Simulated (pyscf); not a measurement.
Structures and frequencies: ωB97X-D3(BJ)/def2-SVP in PySCF.

Problem. PBE/def2-TZVP puts the barrier of •O–SiH₃ + F–CH₂–F → HO–SiH₃ + F–CH•–F (hydrogen abstraction; doublet surface; C–H broken, H–O formed) at -6.1 kcal/mol and the reaction energy at -16.2 kcal/mol, from the separated reactants. What do PBE0-D3(BJ)/def2-TZVP, M06-2X/def2-TZVP, ωB97M-D3(BJ)/def2-TZVP give on the same structures?

Solution. PBE0-D3(BJ): ΔE‡ = -0.7 kcal/mol, ΔE = -15.9 kcal/mol; M06-2X: ΔE‡ = 3.5 kcal/mol, ΔE = -16.6 kcal/mol; ωB97M-D3(BJ): ΔE‡ = 3.1 kcal/mol, ΔE = -15.1 kcal/mol. PBE's barrier lies under all of them, by 5.4 to 9.6 kcal/mol. Its reaction energy lies among theirs. Low barriers are usual for a GGA, whose delocalisation error favours stretched bonds. At PBE0-D3(BJ) the saddle lies under the separated reactants, which points to a path from their complex (located at ωB97X-D3(BJ) alone). At PBE this geometry lies under the reactants; that is no barrier but a single point on another level's saddle; such a level's own saddle, if it has one, lies nearer that side and is low. •O–SiH₃ lies 24.9 kcal/mol over its isomer HO–SiH₂• (electronic energy, ωB97M-D3(BJ)/def2-TZVP). This is the saddle that the search found; another between the same sides may lie lower. The angle at the transferred H is 163°.
